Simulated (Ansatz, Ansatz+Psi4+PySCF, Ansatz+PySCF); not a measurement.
```yaml
atoms:
  - { symbol: C, position_ang: [-0.0091, -0.0017, -0.7696] }
  - { symbol: B, position_ang: [-0.0044, 0.0056, 0.7676] }
  - { symbol: H, position_ang: [-0.0884, -0.9121, -1.3525] }
  - { symbol: H, position_ang: [0.0837, 0.8990, -1.3544] }
  - { symbol: H, position_ang: [-0.0785, 1.0296, 1.3540] }
  - { symbol: H, position_ang: [0.0730, -1.0217, 1.3708] }
```

Basis set: cc-pVTZ (spherical functions). Left uncorrelated: 2 orbitals. Correlation on ROHF uses semicanonical orbitals with singles. Charge 0, multiplicity 2.

Computed with Ansatz (development build ahead of 0.2.0); each method stands on the lowest determinant of its kind that the runs found.

The atomization energy at this shape (free ground-state atoms in the same class of orbitals less the molecule, no zero-point energy) of doublet CH₄B:

```json
{"method": "ROHF-MP2", "atomization energy": "20.77 eV"}
{"method": "ROHF", "atomization energy": "17.15 eV"}
```

Problem. What does UHF give?

Solution. 17.01 eV.
